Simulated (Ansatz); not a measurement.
# CPO (doublet): from Hartree-Fock to the top rungs at a displaced geometry (v2), cc-pVDZ

One table from this session's results is given with a row withheld; the runs are named, their logs left out.

The runs use Ansatz 0.2.0, Gaussian basis; cc-pVDZ, core rule «outside noble gas», up to 7 orbitals frozen.

The runs, in order: UHF; CCSD(T) on ROHF; CCSD(T) on UHF; BCCD(T) on ROHF; CISD as a restricted active space (open shells left free, so some higher excitations enter); CCSDT(Q) on ROHF; CCSDT(Q) on UHF.

16 further runs of the same task are left out: 4 that didn't finish, 12 set aside as unsound or not needed. Runs told in other sessions of the task aren't counted.

### The system

The geometry is a PBE0/def2-TZVP stationary point (not a proven minimum) with its atoms shifted at random (size 0.100 Å).

3 atoms, charge 0, spin multiplicity 2.

Atoms are counted from 1 here; the program's logs count them from 0.

Bond lengths: O1–C2 1.157 Å, C2–P3 1.666 Å. Angles: O1–C2–P3 169.1°.

Set-up of the first run:

in.yaml

```yaml
crystal:
  periodic: [false, false, false]
  atoms:
    - {symbol: O, position_ang: [0.084376, 0.005225, 1.318098]}
    - {symbol: C, position_ang: [-0.080498, 0.013599, 0.172991]}
    - {symbol: P, position_ang: [-0.003878, -0.018825, -1.491089]}
basis:
  gaussian: {orbitals: cc-pVDZ}
magnetization: {spin_polarized: true, initial_magnetization: 1}
hamiltonian: {xc: hf}
output: {orbitals: {seedname: orbitals}}
```

The run is started by

```bash
$ ansatz run in.yaml --threads 1 --pin off --events-out ev --progress --plain --max-ram 2393MiB
```

Among the steps run: UHF; CCSD(T) on ROHF; CCSD(T) on UHF; BCCD(T) on ROHF; CISD as a restricted active space (open shells left free, so some higher excitations enter); CCSDT(Q) on ROHF; CCSDT(Q) on UHF.

One table of the session follows, with a row left open; its other results are not shown here.

```
   method  from UCCSDT(Q) (meV)
     ROHF              +11893.7
      UHF              +11741.3
     RMP2                +939.4
     UMP2               +1025.3
     CISD               +1810.6
    RCCSD                +598.5
    UCCSD                +589.3
 RCCSD(T)                 +83.8
 UCCSD(T)                 +88.6
  BCCD(T)                 +79.9
   RCCSDT                 +56.1
   UCCSDT                     ?
RCCSDT(Q)                  +6.8
UCCSDT(Q)                     0
```

Estimate the missing values for UCCSDT.

The run gave: from UCCSDT(Q) (meV): +55.5. In the column «from UCCSDT(Q) (meV)» it lies between RCCSDT(Q) (+6.8) and RCCSDT (+56.1).

Limits of these values: Restricted and unrestricted rows rest on different reference determinants; a gap between their highest levels can come from leftover correlation error, from unlike frozen cores or from another state.
